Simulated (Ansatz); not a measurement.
## B–GaH–Cl, triplet: the ladder up to UCCSDT(Q)

Geometry: displaced at random from a stationary point.

```xyz
4

B     0.1250   -1.3691    1.7035
Ga   -0.0398    0.3002    0.5248
Cl    0.0368   -0.2213   -1.5791
H     0.1199    1.7049    0.9705
```

Basis cc-pVDZ; Ansatz 0.2.0. Only valence electrons are correlated (noble-gas cores and the filled d shells of p-block atoms frozen), which leaves 14 electrons in 44 orbitals. Prefix R: restricted or restricted open-shell reference; prefix U: unrestricted. No spin–orbit coupling is included, and no scalar relativity.

Full CI isn't at hand for all of this; UCCSDT(Q) serves as the reference, and is uncertain by the last step of the cluster series or more.

* UHF ⟨S²⟩: 2.005
* T1 diagnostic (RCCSD): 0.0255
* largest doubles amplitude (RCCSD): 0.033
* T1 diagnostic (UCCSD): 0.0225

**Question.** From what is known of these methods and the diagnostics, rank them by the size of their error in total energy against UCCSDT(Q) in cc-pVDZ, smallest first (an estimate: the text doesn't fix the numbers).
A. UCCSD(T)
B. UCCSD
C. UMP2
D. UHF
E. UCCSDT

**Answer.** E (0.34 kcal/mol), A (1.18 kcal/mol), B (5.20 kcal/mol), C (28.71 kcal/mol), D (169.21 kcal/mol).

All errors are against UCCSDT(Q) in cc-pVDZ. Within each family the higher level lies nearer, as is usual though not guaranteed.
